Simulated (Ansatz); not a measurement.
The input, for Ansatz 0.2.0:

```yaml
crystal:
  periodic: [false, false, false]
  atoms:
    - {symbol: Ge, position_ang: [0.084376, -0.447540, 1.207774]}
    - {symbol: As, position_ang: [-0.080498, -0.449797, -1.005517]}
    - {symbol: H, position_ang: [-0.003878, 0.897337, -0.202257]}
basis:
  gaussian: {orbitals: STO-3G}
magnetization: {spin_polarized: false}
correlation: {method: mp2, electrons: all}
```

```sh
$ ansatz run in.yaml --threads 1 --pin off --events-out ev --progress --plain --max-ram 2393MiB
```

Output:

```
362 factors; integrals over basis functions are off by at most 1.9e-5 eV
mean field evaluation 1: about -115960.9129 eV, gradient 1.6e1 eV
mean field evaluation 2: about -115960.9217 eV, gradient 1.6e1 eV
mean field evaluation 4: about -115962.2792 eV, gradient 9.7e-1 eV
mean field evaluation 8: about -115962.2885 eV, gradient 6.7e-3 eV
mean field -115962.28850696 eV, -4261.5355005686 hartree, gradient 7.7e-6 eV, S^2 0.000000; 0 other end points of the search recorded, 0 dependent functions left out; unrestricted orbitals would lower it
reference -115962.28850696 eV, -4261.5355005686 hartree; 33, 33 occupied and 4, 4 virtual orbitals, 362 factors
second order -2.42271997 eV of doubles, -0.00000000 eV of singles
Total energy: -115964.71122693 eV, -4261.6245338853 hartree
```

Ran on 1 thread of Intel Xeon 6975P-C, shared host: 0.36 s wall, 0.1 GiB peak host memory.
